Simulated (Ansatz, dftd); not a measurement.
System: C2H3O2, charge 0, doublet. C2H3O2 (SMILES CO[C]=O, doublet).
B3LYP-D3(BJ)/def2-TZVP minimum from Ansatz (an electronic-structure program):
```
C
H 1 1.0848
H 1 1.0882 2 111.16
H 1 1.0882 2 111.16 3 123.21
O 1 1.4639 2 105.29 3 -118.39
C 5 1.3112 1 116.07 2 -180.00
O 6 1.1861 5 131.06 1 0.00
```
Charge 0, spin multiplicity 2.

Wanted: atomisation energy (electronic, to ground-state atoms), in kJ/mol. UHF or UKS for unpaired electrons; spin-orbit terms are left out. Correlated methods leave the cores frozen. Rows without X2C or -DK are non-relativistic. CBS(X,Y): correlation extrapolated as X^-3, Hartree-Fock from the larger set. A bracket is a step between two methods taken in the basis named. Functionals run without relativity, which enters their misses. Double hybrids freeze cores in their MP2 part. 'core' is core correlation in cc-pwCVTZ, 'X2C' scalar relativity in cc-pVTZ-DK, both at CCSD(T). For partners of very few electrons the exact lower level stands in for a higher one.

Compared with CCSD(T)/CBS(cc-pVTZ,cc-pVQZ) + [CCSDT(Q) - CCSD(T)]/cc-pVDZ + core + X2C (Ansatz).

Rank these levels by how close they come to it, closest first: CAM-B3LYP-D4/def2-TZVPD (Ansatz + dftd4); CCSD/CBS(cc-pVTZ,cc-pVQZ) (Ansatz); B3LYP/def2-TZVPD (Ansatz); PBE/def2-TZVPD (Ansatz); B2PLYP-D4/def2-TZVPD (Ansatz + dftd4).

B3LYP/def2-TZVPD (2836.6 kJ/mol, difference -13.5), CAM-B3LYP-D4/def2-TZVPD (2864.6 kJ/mol, difference 14.5), B2PLYP-D4/def2-TZVPD (2828.3 kJ/mol, difference -21.8), CCSD/CBS(cc-pVTZ,cc-pVQZ) (2767.4 kJ/mol, difference -82.7), PBE/def2-TZVPD (2969.3 kJ/mol, difference 119.2)
